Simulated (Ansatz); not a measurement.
A made-up structure of CH₇AlN (charge +1), singlet:

```xyz
10
angstrom
C 0.0020 0.0049 0.6198
N 1.0795 -0.6463 -0.1870
Al -1.4511 0.8607 -0.4096
H 1.5130 0.0525 -0.7903
H 0.6674 -1.3760 -0.7685
H 1.7836 -1.0550 0.4275
H -0.4130 -0.7079 1.2856
H 0.4413 0.7209 1.2662
H -1.1231 0.8009 -1.9333
H -2.5477 1.3750 0.5744
```

It is relaxed with PBE-D4/def2-SVP and then PBE0-D4/def2-TZVP (Ansatz 0.2.0). Atoms count as bonded within 1.22 times the sum of their covalent radii (H–H: 0.88 Å). The end point is not checked to be a true minimum.

(1) Does its bonding change? (Judge from chemistry; the calculation decides.)

Results:

(1) By the calculation: No: no bond forms or breaks.

Where it ends: The first stage lowers the energy by 0.22 eV in 5 steps. It ends as CH₇AlN ([NH3][CH2][AlH2]), total charge +1:
```json
{"atom": "C1", "x (Å)": "0.0019", "y (Å)": "-0.0140", "z (Å)": "0.6597"}
{"atom": "N2", "x (Å)": "1.0937", "y (Å)": "-0.6388", "z (Å)": "-0.1751"}
{"atom": "Al3", "x (Å)": "-1.4820", "y (Å)": "0.8766", "z (Å)": "-0.3788"}
{"atom": "H4", "x (Å)": "1.5399", "y (Å)": "0.0502", "z (Å)": "-0.7829"}
{"atom": "H5", "x (Å)": "0.7241", "y (Å)": "-1.3672", "z (Å)": "-0.7882"}
{"atom": "H6", "x (Å)": "1.8293", "y (Å)": "-1.0649", "z (Å)": "0.3938"}
{"atom": "H7", "x (Å)": "-0.3880", "y (Å)": "-0.8077", "z (Å)": "1.3024"}
{"atom": "H8", "x (Å)": "0.4934", "y (Å)": "0.6998", "z (Å)": "1.3263"}
{"atom": "H9", "x (Å)": "-1.2279", "y (Å)": "0.7721", "z (Å)": "-1.9342"}
{"atom": "H10", "x (Å)": "-2.6325", "y (Å)": "1.5236", "z (Å)": "0.4619"}
```

Labels in which every atom is bracketed show which atoms are joined, not bond orders.

For scale, one of the runs: PBE0-D4/def2-TZVP relaxation, 141 basis functions, launched by `ansatz run in.yaml --threads 2 --pin off --events-out ev --progress --plain --max-ram 4352MiB`. The run took about 17 s on 2 CPU threads of an Arm Neoverse V2 (shared host).
